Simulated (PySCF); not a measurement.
## `C1(=C)CC=CC1`, C$_{6}$H$_{8}$

Geometry:
```
atom   x (Å)   y (Å)   z (Å)
  C1   2.083   0.164  -0.493
  C2   0.783   0.084  -0.206
  C3   0.020  -1.194   0.096
  C4  -1.381  -0.716   0.341
  C5  -1.490   0.610   0.219
  C6  -0.180   1.256  -0.129
  H7   2.563   1.124  -0.701
  H8   2.715  -0.728  -0.531
  H9   0.439  -1.724   0.972
 H10   0.074  -1.913  -0.742
 H11  -2.205  -1.390   0.590
 H12  -2.414   1.177   0.354
 H13   0.135   1.995   0.631
 H14  -0.230   1.810  -1.084
```

Computed with PySCF, GIAO B3LYP/pcSseg-1 magnetisability, rotational g tensor and spin-rotation constants, non-relativistic, gas phase. Geometry: PBE0-D3(BJ)/def2-SVP.

(1) Give the nuclear spin-rotation constants along the inertial axes (H = +C I·J) beside the isotropic shieldings.

(2) How do the rotational constants and the g tensor change when H7, H8, H9, H10, H11, H12, H13, H14 are replaced by deuterium?

Answers

(1) Rotational constants 7.2495, 3.5108, 2.4368 GHz. A star marks the isotopologue with that one atom substituted, in its own axes.
```tsv
atom	isotope	Caa (kHz)	Cbb (kHz)	Ccc (kHz)	mean (kHz)	σ (ppm)
H7	1H	-0.338	0.140	-0.270	-0.156	26.1
H8	1H	-0.337	0.139	-0.270	-0.156	26.1
H9	1H	-0.726	-0.147	-0.034	-0.302	28.2
H10	1H	-0.726	-0.146	-0.035	-0.302	28.2
H11	1H	0.336	-0.156	-0.277	-0.032	25.6
H12	1H	0.336	-0.156	-0.277	-0.033	25.6
H13	1H	-0.726	-0.147	-0.034	-0.302	28.2
H14	1H	-0.726	-0.146	-0.035	-0.302	28.2
C1	13C*	2.059	1.608	0.358	1.342	65.0
C2	13C*	2.730	1.922	0.453	1.702	19.6
C3	13C*	1.200	0.708	0.500	0.803	136.2
C4	13C*	3.758	1.104	0.430	1.764	40.2
```
For the geometry as given, no vibrational averaging.

(2) Constants 5.4875, 2.9184, 1.9995 GHz; g -0.0479, -0.0328, -0.0018, against -0.0633, -0.0395, -0.0022 before.
